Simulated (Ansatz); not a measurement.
`C=CCC#N`, relaxed with RKS PBE0-D4/def2-TZVP in the Gaussian-basis code of Ansatz from a PBE-D4/def2-SVP geometry. The force threshold is 0.005 eV/Å; the program also tests the step.

The species carries charge 0 and has multiplicity 1.

Start:

```xyz
10

C     0.121    1.671   -0.295
C    -0.108    0.564    0.428
C    -0.401   -0.794   -0.173
C     0.549   -1.825    0.256
N     1.311   -2.637    0.619
H     0.122    1.651   -1.397
H     0.316    2.640    0.191
H    -0.093    0.607    1.531
H    -0.396   -0.741   -1.283
H    -1.420   -1.134    0.124
```

| step | energy (eV) | largest force (eV/Å) | largest move (Å) |
| --- | --- | --- | --- |
| 1 | -5713.4247 | 1.798 | 0.000 |
| 2 | -5713.4936 | 0.164 | 0.037 |
| 3 | -5713.4962 | 0.038 | 0.018 |
| 4 | -5713.4964 | 0.024 | 0.018 |
| 5 | -5713.4965 | 0.009 | 0.007 |
| 6 | -5713.4965 | 0.011 | 0.001 |
| 7 | -5713.4965 | 0.006 | 0.002 |
| 8 | -5713.4966 | 0.005 | 0.006 |

End:

```xyz
10

C     0.112    1.651   -0.290
C    -0.100    0.559    0.425
C    -0.398   -0.784   -0.177
C     0.541   -1.808    0.262
N     1.284   -2.607    0.620
H     0.098    1.634   -1.375
H     0.310    2.604    0.185
H    -0.070    0.596    1.510
H    -0.374   -0.730   -1.269
H    -1.404   -1.115    0.108
```

Hardware: 2 threads of a server CPU on a shared host. Wall time 57 s, peak host memory 0.4 GiB.
